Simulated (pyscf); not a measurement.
**Atom transfer: Br–SiH₂–Br + H• -> HBr + •H₂Si–Br**

Gas phase, doublet surface, charge 0. Bonds broken: Br1–Si2. Bonds formed: Br1–H6. Optimised with ωB97X-D3(BJ)/def2-SVP in PySCF.

Transition state (Å):

```xyz
6

Br    -0.0968     1.1878    -0.6613
Si    -1.5446    -0.5504     0.2863
Br    -1.3925    -2.4294    -0.8663
H     -2.9400    -0.0463     0.2272
H     -1.0965    -0.7897     1.6815
H      0.7945     2.4880    -1.1270
```

One imaginary mode, 459i cm⁻¹; descent along it reached the two sides named.

| bond | change | reactant side (Å) | saddle | product side |
|---|---|---|---|---|
| Br1–Si2 | breaks | 2.207 | 2.453 | 3.5 |
| Br1–H6 | forms | 3.8 | 1.644 | 1.420 |

Electronic energies relative to the separated reactants (kcal/mol):

| level | barrier | reaction energy | reverse barrier |
|---|---|---|---|
| ωB97X-D3(BJ)/def2-TZVP | 15.8 | +7.9 | 7.9 |
| PBE/def2-TZVP | 5.3 | +1.3 | 4.0 |
| r²SCAN/def2-TZVP | 6.5 | +1.7 | 4.8 |
| B3LYP-D3(BJ)/def2-TZVP | 7.6 | +0.9 | 6.7 |
| PBE0-D3(BJ)/def2-TZVP | 9.5 | +4.0 | 5.5 |
| M06-2X/def2-TZVP | 13.6 | +3.8 | 9.7 |
| ωB97M-D3(BJ)/def2-TZVP | 14.7 | +4.2 | 10.6 |
| HF/def2-TZVP | 28.1 | +5.6 | 22.4 |

With ωB97M-D3(BJ)/def2-TZVP energies and thermal terms (ideal gas, 1 atm, RRHO with modes under 100 cm⁻¹ raised to 100, one conformer, R ln 2 for chiral ones without a mode under 150 cm⁻¹), in kcal/mol:

```tsv
T (K)	ΔH‡	ΔG‡	ΔH	ΔG
298	14.5	20.5	+5.8	+2.4
600	14.1	26.7	+5.0	-0.8
900	13.8	33.0	+4.1	-3.5
1200	13.5	39.5	+3.2	-5.9
```

The same reactants have a lower exit, to Br–SiH•–Br + H₂ (barrier +4.4 kcal/mol at ωB97M-D3(BJ)/def2-TZVP, against +14.7 kcal/mol here). One saddle was located; it need not be the lowest between these sides. The angle at the transferred Br is 172°. Elements up to Kr have no core potential and no relativistic terms here.
